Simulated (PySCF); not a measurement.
CN, SMILES [C]#N, multiplicity 2. Atoms are numbered in the order given.

```xyz
2

C      0.0000     0.0000    -0.6258
N      0.0000     0.0000     0.5364
```
Charge 0, spin multiplicity 2.

The structure is a stationary point at B3LYP-D3(BJ)/def2-TZVPD.

The numbers are results of PBE0/pcH-1 in PySCF, not measurements.

Unrestricted Kohn–Sham, ⟨S²⟩ = 0.762. Hyperfine tensors hold the contact and dipolar terms, without spin-orbit corrections.

Computed hyperfine couplings:
```tsv
nucleus	A(iso) (MHz)	A(iso) (G)	dipolar principal values (MHz)
13C no. 1	612.0	218.4	-59.2, -59.2, 118.4
14N no. 2	-23.5	-8.4	-21.8, -21.8, 43.5
```
